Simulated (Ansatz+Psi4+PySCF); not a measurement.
Two shapes of doublet CH4N.

Shape 1:

```xyz
6

C     0.0128    0.0269    0.0036
H     0.9043   -0.0004   -0.5445
H    -0.9049   -0.0067   -0.5750
N    -0.0116    0.0274    1.3762
H     0.8714   -0.0105    1.9182
H    -0.8510    0.0066    1.9292
```

Shape 2:

```xyz
6

C     0.0000    0.0000    0.0000
H     1.0728   -0.0463    0.1593
H    -0.4438   -0.7195   -0.6810
N    -0.7751    0.9436    0.6429
H    -0.3740    1.6068    1.2691
H    -1.7602    0.9915    0.5011
```

Basis set: cc-pVTZ (spherical functions). Left uncorrelated: 2 orbitals. Correlation on ROHF uses semicanonical orbitals with singles. Charge 0, multiplicity 2.

Computed with Ansatz (development build ahead of 0.2.0) and Psi4 1.11; each method stands on the lowest determinant of its kind that the runs found.

Question: Which shape is lower in energy, and by how much in each method?

Answer:

```json
{"method": "ROHF", "E(2) − E(1) (eV)": "-0.084"}
{"method": "UHF", "E(2) − E(1) (eV)": "-0.086"}
{"method": "ROHF-MP2", "E(2) − E(1) (eV)": "-0.062"}
{"method": "UHF-MP2", "E(2) − E(1) (eV)": "-0.062"}
```

Shape 2 is lower.
